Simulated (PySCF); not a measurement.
# Ionisation energy of Ar by level of theory

Ar [Ar] (1S) → Ar⁺ [Ne] 3s2 3p5 (2P), as a difference of total energies. Calculation: PySCF 2.14, in def2-TZVPPD; no relativity, point nucleus. Correlated levels: valence: [Ne] frozen. The calculations carry no spin-orbit coupling.

| method | ionisation energy (eV) | error (eV) |
| --- | --- | --- |
| UHF | 14.570 | -1.249 |
| MP2 (valence) | 15.710 | -0.109 |
| SCS-MP2 (valence) | 15.605 | -0.214 |
| CCSD (valence) | 15.525 | -0.294 |
| CCSD(T) (valence) | 15.573 | -0.246 |

Reference: 15.819 eV (measured; NIST levels, between the centres of gravity of the two terms).

Errors of the correlated levels include the incompleteness of this basis and the frozen core.
